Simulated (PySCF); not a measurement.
# CF3S: the cost of one run

Programs: PySCF 2.14.0, with routines of our own; each step states its level. All values are computed. Atoms count from 0.

## Step 1: The system as given

5 atoms, charge 0, multiplicity 2; geometry from: GFN2-xTB.

## Step 2: Open-shell or spin-flip excitations: unrestricted TDA PBE0/def2-SVPD

Job settings and geometry (Å):

```
{"job": {"kind": "uabs", "xc": "PBE0", "basis": "def2-SVPD", "nstates": 10, "tda": true}, "charge": 0, "multiplicity": 2}
F     -0.585593    -0.635919    -1.051753
C     -0.074813    -0.001209    -0.000357
F     -0.581981     1.228272     0.017401
F     -0.494639    -0.628453     1.094852
S      1.745648     0.040162    -0.077328
```

Method: unrestricted TDA PBE0/def2-SVPD, vertical, gas phase, core orbitals frozen in the response.

Started as:

```bash
$ OMP_NUM_THREADS=1 python excited_run.py task.json out
```

One launch serves the whole session: the jobs run in the order shown.

**Question.** How long does this first job take on 1 thread of Intel Xeon Platinum 8259CL at 2.50GHz, shared host, and how much memory does it need?

About 11 s, with a peak of 0.48 GiB.
